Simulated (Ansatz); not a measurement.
# Hydrogen sulfide (H₂S): basis-set convergence

How large a basis does hydrogen sulfide (H₂S) need? Two functionals and correlated methods are run in growing sets.

Program: Ansatz 0.2.0, Gaussian basis. Level of theory: one geometry, several basis sets. These are calculated values, not measurements.

Plan: PBE0-D4/def2-SVP; ωB97M-V/def2-SVP; PBE0-D4/def2-QZVPP; ωB97M-V/def2-QZVPP; CCSD(T)/cc-pV(D+d)Z; CCSD(T)/cc-pV(T+d)Z; CCSD(T)/cc-pV(Q+d)Z; the functionals' def2-TZVPP values are taken from earlier runs.

### Step 1. The geometry

The geometry comes from an earlier relaxation with PBE0-D4 in a triple-zeta def2 set; it is a stationary point.

3 atoms, charge 0, spin multiplicity 1.

Atoms are counted from 1 here; the program's logs count them from 0.

Bond lengths: S1–H2 1.341 Å, S1–H3 1.341 Å. Angles: H2–S1–H3 92.3°.

### Step 2. PBE0-D4 in def2-SVP

Input file in.yaml:

```yaml
crystal:
  periodic: [false, false, false]
  atoms:
    - {symbol: S, position_ang: [0.495498, -0.280650, 0.243885]}
    - {symbol: H, position_ang: [0.097931, 0.997712, 0.162375]}
    - {symbol: H, position_ang: [-0.593428, -0.717071, -0.406260]}
basis:
  gaussian: {orbitals: def2-SVP}
hamiltonian: {xc: pbe0, dispersion: d4}
output: {orbitals: {seedname: orbitals}}
```

On the command line:

```bash
$ ansatz run in.yaml --threads 2 --pin off --events-out ev --progress --plain --max-ram 32768MiB --backend cpu
```

Further steps of the session: ωB97M-V in def2-SVP; PBE0-D4 in def2-QZVPP; ωB97M-V in def2-QZVPP; CCSD(T) in cc-pV(D+d)Z; CCSD(T) in cc-pV(T+d)Z; CCSD(T) in cc-pV(Q+d)Z.

Before running them: what should the planned runs give, taken together? Wanted: MP2 correlation recovered, cc-pV(D+d)Z; MP2 correlation recovered, cc-pV(T+d)Z; MP2 correlation recovered, cc-pV(Q+d)Z; CCSD(T) limit from def2 sets; PBE0-D4: double and triple zeta above quadruple; ωB97M-V: double and triple zeta above quadruple.

**Answer**, as computed:

| quantity | value |
| --- | --- |
| MP2 correlation recovered, cc-pV(D+d)Z | 66.9 % |
| MP2 correlation recovered, cc-pV(T+d)Z | 87.5 % |
| MP2 correlation recovered, cc-pV(Q+d)Z | 94.8 % |
| CCSD(T) limit from def2 sets (earlier runs) less the limit of this series | -54 meV |
| PBE0-D4: double and triple zeta above quadruple | 4.22, 0.35 eV |
| ωB97M-V: double and triple zeta above quadruple | 4.22, 0.34 eV |

What this shows: PBE0-D4 gains 3.87 eV from double to triple zeta, then 0.35 eV more. In cc-pV(D+d)Z MP2 holds 67 % of its limit, in cc-pV(Q+d)Z 95 %, while Hartree-Fock is within 0.033 eV in the largest set. A limit from the def2 sets, made apart, differs by 54 meV, a least measure of the doubt on such a limit. Total energies overstate the basis error of differences, where much of it tends to cancel. The LUMO of ωB97M-V is positive and keeps falling with the basis (3.30 to 1.68 eV): an unbound level that the basis holds in place.
